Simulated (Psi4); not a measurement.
# triplet NH3: levels of theory compared

We compute a comparison of 4 runs (UHF/def2-TZVPPD, USVWN5/def2-TZVPPD, UTPSS/def2-TZVPPD, UCCSD/def2-TZVPPD) of triplet NH3. 

Program for the calculation: Psi4 1.11.

**1. The structure to begin with**

NH3: 4 atoms, total charge 0, spin state triplet. SMILES of the parent species: `N`. The shape is that of a PBE0-D4/def2-TZVP optimisation. That shape belongs to the parent species and isn't relaxed for this state.

Bond lengths: N1–H2 1.013 Å, N1–H3 1.013 Å, N1–H4 1.013 Å. Angles: H2–N1–H3 107.1°, H2–N1–H4 107.1°, H3–N1–H4 107.1°.

**2. The energy at UHF/def2-TZVPPD (run 1)**

Input file job.json:

```json
{
  "schema_name": "qcschema_input",
  "schema_version": 1,
  "molecule": {
    "schema_name": "qcschema_molecule",
    "schema_version": 2,
    "symbols": ["N", "H", "H", "H"],
    "geometry": [-0.13211075, 0.47142998, 0.20962732, 0.92685397, -0.57035714, 1.41574502, -1.67709414, -0.57058391, -0.22470733, 0.88235092, 0.66949217, -1.400665],
    "molecular_charge": 0,
    "molecular_multiplicity": 3,
    "fix_symmetry": "c1",
    "fix_com": true,
    "fix_orientation": true
  },
  "driver": "energy",
  "model": {
    "method": "hf",
    "basis": "def2-TZVPPD"
  },
  "keywords": {
    "reference": "uhf",
    "puream": true,
    "e_convergence": 1e-09,
    "d_convergence": 1e-08,
    "scf_type": "pk",
    "maxiter": 100,
    "scf_properties": ["QUADRUPOLE", "MAYER_INDICES", "DIPOLE"]
  }
}
```

Started as:

```
$ psi4 --qcschema job.json -n 1 --memory 2200MB
```

stdout:

```text
[...]
  Running in c1 symmetry.
[...]
  Nuclear repulsion =   11.949539017705407
[...]
  Multiplicity = 3
[...]
  Nalpha       = 6
  Nbeta        = 4
[...]
    Number of basis functions: 88
[...]
   @UHF iter   1:   -55.99292684924114   -3.17987e-01   2.36923e-03 DIIS/ADIIS
[...]
   @UHF iter  12:   -56.02220773682325   -4.32721e-12   4.72019e-09 DIIS
[...]
   @S^2 Observed:                2.006748667E+00
[...]
    Orbital Energies [Eh]
    ---------------------
    Alpha Occupied:
       1A    -15.761182     2A     -1.365498     3A     -0.802212
       4A     -0.802207     5A     -0.728019     6A     -0.146575
    Alpha Virtual:
       7A      0.097289     8A      0.097290     9A      0.128488
      10A      0.182088    11A      0.182089    12A      0.212750
      13A      0.218388    14A      0.218389    15A      0.280333
      16A      0.348403    17A      0.348404    18A      0.350954
      19A      0.416460    20A      0.416461    21A      0.450101
      22A      0.502846    23A      0.502847    24A      0.612632
      25A      0.667299    26A      0.703433    27A      0.703438
[...]
  @UHF Final Energy:   -56.02220773682325
   => Energetics <=
    Nuclear Repulsion Energy =             11.9495390177054066
    One-Electron Energy =                 -97.8586624903613540
    Two-Electron Energy =                  29.8869157358326945
    Total Energy =                        -56.0222077368232547
  UHF NO Occupations:
  HONO-2 :    4  A 1.9978871
  HONO-1 :    5  A 1.0000000
[...]
 Multipole Moments:
 ------------------------------------------------------------------------------------
     Multipole            Electronic (a.u.)      Nuclear  (a.u.)        Total (a.u.)
 ------------------------------------------------------------------------------------
 L = 1.  Multiply by 2.5417464519 to convert [e a0] to [Debye]
 Dipole X            :          0.7219031           -0.7926645           -0.0707614
 Dipole Y            :         -2.5760869            2.8285610            0.2524741
 Dipole Z            :         -1.1455040            1.2577639            0.1122600
 Magnitude           :                                                    0.2852238
 L = 2.  Multiply by 1.3450342976 to convert [e a0^2] to [Debye ang]
 Quadrupole XX       :        -14.6610806            4.5724189          -10.0886616
 Quadrupole XY       :         -0.5106932            0.5830454            0.0723522
[...]
```

The result, in JSON:

```text
{
 "driver": "energy",
 "model": {
  "method": "hf",
  "basis": "def2-TZVPPD"
 },
 "success": true,
 "return_result": -56.022207736823255,
 "properties": {
  "calcinfo_nbasis": 88,
  "calcinfo_nmo": 88,
  "calcinfo_nalpha": 6,
  "calcinfo_nbeta": 4,
  "calcinfo_natom": 4,
  "nuclear_repulsion_energy": 11.949539017705407,
  "return_energy": -56.022207736823255,
  "scf_one_electron_energy": -97.85866249036135,
  "scf_two_electron_energy": 29.886915735832694,
  "scf_dipole_moment": [-0.0707613526923826, 0.2524741027589976, 0.11225995628149277],
  "scf_total_energy": -56.022207736823255,
  "scf_iterations": 12
 }
}
```

It took 6.6 s on 1 thread of Intel Xeon at 2.50GHz (Skylake/Cascade Lake), shared host; peak memory 0.31 GiB.

**3. Energy and forces at USVWN5/def2-TZVPPD (run 2)**

Input file job.inp:

```
memory 2200 MB

molecule {
  0 3
  N     -0.13211075     0.47142998     0.20962732
  H      0.92685397    -0.57035714     1.41574502
  H     -1.67709414    -0.57058391    -0.22470733
  H      0.88235092     0.66949217    -1.40066500
  units bohr
  symmetry c1
}

set basis def2-TZVPPD
set reference uks
set puream true
set e_convergence 1e-09
set d_convergence 1e-08
set scf_type pk
set dft_radial_points 99
set dft_spherical_points 590
set maxiter 100

e_tot, wfn = gradient('scf', dft_functional={"name": "SVWN5", "x_functionals": {"LDA_X": {}}, "c_functionals": {"LDA_C_VWN": {}}}, return_wfn=True)
oeprop(wfn, 'MAYER_INDICES', 'WIBERG_LOWDIN_INDICES', 'MULLIKEN_CHARGES')
```

Started as:

```
$ psi4 job.inp job.out -n 1
```

job.out, shortened:

```text
[...]
  Running in c1 symmetry.
[...]
  Nuclear repulsion =   11.949539017705407
[...]
  Multiplicity = 3
[...]
  Nalpha       = 6
  Nbeta        = 4
[...]
    Number of basis functions: 88
[...]
   @UKS iter   1:   -55.74599216553397   -5.73105e-03   6.19715e-03 DIIS/ADIIS
[...]
   @UKS iter   9:   -55.86737974612430   -1.05302e-11   2.50698e-09 DIIS
[...]
   @S^2 Observed:                2.001425565E+00
[...]
  @UKS Final Energy:   -55.86737974612430
   => Energetics <=
    Nuclear Repulsion Energy =             11.9495390177054066
    One-Electron Energy =                 -97.9896538444571945
    Two-Electron Energy =                  37.5423211681615712
    DFT Exchange-Correlation Energy =      -7.3695860875340822
    Empirical Dispersion Energy =           0.0000000000000000
    VV10 Nonlocal Energy =                  0.0000000000000000
    Total Energy =                        -55.8673797461242998
[...]
 Multipole Moments:
 ------------------------------------------------------------------------------------
     Multipole            Electronic (a.u.)      Nuclear  (a.u.)        Total (a.u.)
 ------------------------------------------------------------------------------------
 L = 1.  Multiply by 2.5417464519 to convert [e a0] to [Debye]
 Dipole X            :         -0.2684631            0.2156503           -0.0528128
 Dipole Y            :          0.9579816           -0.7695439            0.1884377
 Dipole Z            :          0.4259699           -0.3421840            0.0837859
 Magnitude           :                                                    0.2128803
[...]
  -Total Gradient:
     Atom            X                  Y                   Z
    ------   -----------------  -----------------  -----------------
       1       -0.006289851128     0.022440435625     0.009975341970
       2       -0.024253850373     0.004853661929    -0.047670922033
       3        0.053472281435     0.004861953563     0.001295163017
       4       -0.022928599613    -0.032156013766     0.036400374376
[...]
  Mulliken Charges: (a.u.)
   Center  Symbol    Alpha    Beta     Spin     Total
       1     N     6.34659  2.89800  3.44859 -2.24459
       2     H    -0.11553  0.36733 -0.48286  0.74819
       3     H    -0.11553  0.36733 -0.48287  0.74820
       4     H    -0.11553  0.36734 -0.48287  0.74820
   Total alpha =  6.00000, Total beta =  4.00000, Total charge = -0.00000
[...]
```

Run time: 23 s. Hardware: 1 thread of Intel Xeon at 2.50GHz (Skylake/Cascade Lake), shared host; peak memory 0.48 GiB.

Run 3 isn't shown in full; the table further down has it.

**4. A single-point energy at UCCSD/def2-TZVPPD (run 4)**

Input file job.inp:

```
memory 2.2 GB

molecule {
  0 3
  N     -0.13211075     0.47142998     0.20962732
  H      0.92685397    -0.57035714     1.41574502
  H     -1.67709414    -0.57058391    -0.22470733
  H      0.88235092     0.66949217    -1.40066500
  units au
  symmetry c1
  no_reorient
  no_com
}

set basis def2-TZVPPD
set reference uhf
set puream true
set e_convergence 1e-09
set d_convergence 1e-08
set scf_type pk
set num_frozen_docc 1
set maxiter 100

energy_value, wavefunction = energy("ccsd", return_wfn=True)
```

Started as:

```
$ psi4 -i job.inp -o job.out -n 1
```

job.out:

```text
[...]
  Running in c1 symmetry.
[...]
  Nuclear repulsion =   11.949539017705407
[...]
  Multiplicity = 3
[...]
  Nalpha       = 6
  Nbeta        = 4
[...]
    Number of basis functions: 88
[...]
   @UHF iter   1:   -55.99292684924114   -3.17987e-01   2.36923e-03 ADIIS/DIIS
[...]
   @UHF iter  12:   -56.02220773682325   -4.32721e-12   4.72019e-09 DIIS
[...]
   @S^2 Observed:                2.006748667E+00
[...]
    Orbital Energies [Eh]
    ---------------------
    Alpha Occupied:
       1A    -15.761182     2A     -1.365498     3A     -0.802212
       4A     -0.802207     5A     -0.728019     6A     -0.146575
    Alpha Virtual:
       7A      0.097289     8A      0.097290     9A      0.128488
      10A      0.182088    11A      0.182089    12A      0.212750
      13A      0.218388    14A      0.218389    15A      0.280333
      16A      0.348403    17A      0.348404    18A      0.350954
      19A      0.416460    20A      0.416461    21A      0.450101
      22A      0.502846    23A      0.502847    24A      0.612632
      25A      0.667299    26A      0.703433    27A      0.703438
[...]
  @UHF Final Energy:   -56.02220773682325
   => Energetics <=
    Nuclear Repulsion Energy =             11.9495390177054066
    One-Electron Energy =                 -97.8586624903613540
    Two-Electron Energy =                  29.8869157358326945
    Total Energy =                        -56.0222077368232547
  UHF NO Occupations:
  HONO-2 :    4  A 1.9978871
  HONO-1 :    5  A 1.0000000
[...]
 Multipole Moments:
 ------------------------------------------------------------------------------------
     Multipole            Electronic (a.u.)      Nuclear  (a.u.)        Total (a.u.)
 ------------------------------------------------------------------------------------
 L = 1.  Multiply by 2.5417464519 to convert [e a0] to [Debye]
 Dipole X            :          0.7219031           -0.7926645           -0.0707614
 Dipole Y            :         -2.5760869            2.8285610            0.2524741
 Dipole Z            :         -1.1455040            1.2577639            0.1122600
 Magnitude           :                                                    0.2852238
[...]
      * MP2 total energy                      =  -56.216654503276544
[...]
      * CCSD total energy                     =  -56.235612158267124
[...]
```

Wall time 57 s (1 thread of Intel Xeon at 2.50GHz (Skylake/Cascade Lake), shared host); peak memory 0.98 GiB.

**5. The series**

```csv
run,level,task,integration grid,energy (Eh),dipole moment (D),HOMO energy (eV),⟨S²⟩,wall time
1,UHF/def2-TZVPPD,energy,–,-56.022208,0.72,-3.99,2.007,6.6 s
2,USVWN5/def2-TZVPPD,gradient,99 radial × 590 angular,-55.867380,0.54,-2.36,2.001,23 s
3,UTPSS/def2-TZVPPD,energy,99 radial × 590 angular,-56.358569,0.90,-2.18,2.002,76 s
4,UCCSD/def2-TZVPPD,energy,–,-56.235612,–,-3.99,2.007,57 s
```

**6. Results**

| quantity | value |
| --- | --- |
| run 4: total energy | -56.23561 Eh |
| run 4: HOMO energy (Hartree–Fock orbitals) (highest over α and β) | -3.99 eV |
| run 4: LUMO energy (Hartree–Fock orbitals) (lowest over α and β) | -1.23 eV |
| run 4: correlation energy (1 core orbital frozen) | -213.4 mEh |
| run 4: ⟨S²⟩ of the reference determinant | 2.007 |
| run 4: T1 diagnostic | 0.022 |

In words: Over runs 1, 2, 3 the dipole moment (its size) runs from 0.54 D (USVWN5/def2-TZVPPD) to 0.90 D (UTPSS/def2-TZVPPD). Totals of different functionals can't be ranked against each other. All runs together took 2.7 min, the longest 76 s.
